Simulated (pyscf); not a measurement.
# Routes from H₃Si–Cl + methyl (CH₃•)

Candidate steps break at most two bonds and form at most two. Each was searched with GFN2-xTB (tblite) first. Single points on ωB97X-D3(BJ)/def2-SVP structures (PySCF, gas phase). MP2 and CC: frozen core, UHF for open shells. ΔMP2 is the change of the MP2 total energy from the triple- to the quadruple-zeta basis. Energies: CCSD(T)/def2-TZVPP + ΔMP2(QZVPP), kJ/mol, from the separated reactants, doublet surface; ΔG‡ with ideal gas, 1 atm, RRHO with modes under 100 cm⁻¹ raised to 100, one conformer, R ln 2 for chiral ones without a mode under 150 cm⁻¹.

| products | type | ΔE‡ | ΔE | ΔG‡ 298 K | ΔG‡ 900 K | ν‡ (cm⁻¹) |
|---|---|---|---|---|---|---|
| CH₄ + •H₂Si–Cl | hydrogen abstraction | 36.0 | -64.9 | 68.0 | 133.7 | 999i |
| SiH₃• + H₃C–Cl | atom transfer | 135.2 | +98.6 | 177.3 | 248.9 | 502i |

Plain bond fissions and candidates not yet searched are not listed, and one of them may be faster. Each barrier is that of the saddle found; lower ones may exist. The CCSD(T) − MP2 part came from Ansatz, without density fitting, on the same reference.
